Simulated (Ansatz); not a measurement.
**COSi (SMILES C1#[Si]O1): one structure at several levels**

The atoms stand at a structure displaced at random from a GFN2-xTB minimum. How far do the functionals agree with CCSD(T) there?

Computed with Ansatz 0.2.0, Gaussian basis. Level: single points in def2-TZVPP.

Correlated methods freeze the cores. B3LYP uses VWN-RPA correlation.

**1. The system as given**

SMILES `C1#[Si]O1`, 3 atoms, charge 0, spin multiplicity 1.

Atoms are counted from 1 here; the program's logs count them from 0.

Bond lengths: C1–Si2 1.958 Å, C1–O3 1.209 Å, Si2–O3 1.978 Å. Angles: Si2–C1–O3 73.0°, C1–Si2–O3 35.8°, C1–O3–Si2 71.2°.

Geometry (Å):

| atom | x (Å) | y (Å) | z (Å) |
| --- | --- | --- | --- |
| C1 | 0.48100 | -0.62640 | 0.16780 |
| Si2 | 0.05540 | 1.28500 | 0.16290 |
| O3 | -0.58010 | -0.50240 | -0.39830 |

**2. CCSD(T)/def2-TZVPP**

run/in.yaml reads:

```yaml
crystal:
  periodic: [false, false, false]
  atoms:
    - {symbol: C, position_ang: [0.481000, -0.626400, 0.167800]}
    - {symbol: Si, position_ang: [0.055400, 1.285000, 0.162900]}
    - {symbol: O, position_ang: [-0.580100, -0.502400, -0.398300]}
basis:
  gaussian: {orbitals: def2-TZVPP}
correlation: {method: ccsd_t}
output: {forces: true}
```

The command line of these runs was not kept.

**3. PBE0-D4/def2-TZVPP**

Edit run/in.yaml of step 2 so:

```diff
@@ -8,3 +8,3 @@
   gaussian: {orbitals: def2-TZVPP}
-correlation: {method: ccsd_t}
-output: {forces: true}
+hamiltonian: {xc: pbe0, dispersion: d4}
+output: {forces: true, orbitals: {seedname: orbitals}}
```

**4. wB97M-V/def2-TZVPP**

Edit run/in.yaml of step 3 so:

```diff
@@ -8,3 +8,3 @@
   gaussian: {orbitals: def2-TZVPP}
-hamiltonian: {xc: pbe0, dispersion: d4}
-output: {forces: true, orbitals: {seedname: orbitals}}
+hamiltonian: {xc: {name: wB97M-V}}
+output: {forces: true}
```

**5. r2SCAN-D4/def2-TZVPP**

Edit run/in.yaml of step 4 so:

```diff
@@ -8,3 +8,3 @@
   gaussian: {orbitals: def2-TZVPP}
-hamiltonian: {xc: {name: wB97M-V}}
+hamiltonian: {xc: r2scan, dispersion: d4}
 output: {forces: true}
```

**6. PBE-D4/def2-TZVPP**

Edit run/in.yaml of step 5 so:

```diff
@@ -8,3 +8,3 @@
   gaussian: {orbitals: def2-TZVPP}
-hamiltonian: {xc: r2scan, dispersion: d4}
+hamiltonian: {xc: pbe, dispersion: d4}
 output: {forces: true}
```

**7. B3LYP-D4/def2-TZVPP**

Edit run/in.yaml of step 6 so:

```diff
@@ -8,3 +8,3 @@
   gaussian: {orbitals: def2-TZVPP}
-hamiltonian: {xc: pbe, dispersion: d4}
+hamiltonian: {xc: {name: B3LYP}, dispersion: d4}
 output: {forces: true}
```

**8. CAM-B3LYP-D4/def2-TZVPP**

Edit run/in.yaml of step 7 so:

```diff
@@ -8,3 +8,3 @@
   gaussian: {orbitals: def2-TZVPP}
-hamiltonian: {xc: {name: B3LYP}, dispersion: d4}
+hamiltonian: {xc: {name: CAM-B3LYP}, dispersion: d4}
 output: {forces: true}
```

(Steps that only read results are left out.)

**Question.** What will these runs give? Wanted: energy less free atoms, CCSD(T)/def2-TZVPP; RMS force component; RMS force error; HOMO and LUMO, PBE0-D4; T1 diagnostic.

The runs gave:

| quantity | value |
| --- | --- |
| energy less free atoms, CCSD(T)/def2-TZVPP | -10.560 eV |
| RMS force component | 1.223 to 1.627 eV/Å over the methods |
| RMS force error | PBE0-D4 0.470, wB97M-V 0.417, r2SCAN-D4 0.258, PBE-D4 0.101, B3LYP-D4 0.360, CAM-B3LYP-D4 0.573 eV/Å |
| HOMO and LUMO, PBE0-D4 | -5.52 and -3.43 eV |
| T1 diagnostic | 0.025 |

Against CCSD(T) the functionals' energies less atoms differ by -1.344 to -0.345 eV, PBE-D4 by -1.344 eV. A larger basis would deepen the CCSD(T) value, while the functionals are nearly converged already, so the order here is not reliable. The forces of PBE-D4 come nearest to CCSD(T), those of CAM-B3LYP-D4 are farthest. Frozen-core CCSD(T) forces in triple zeta carry basis errors of their own, and this is one geometry, so small gaps rank nothing. The T1 diagnostic is large here, over the usual mark for main-group molecules (transition-metal compounds often pass it harmlessly), so CCSD(T) itself may be off. The restricted Hartree–Fock reference is unstable towards an unrestricted one at one or more of these structures.
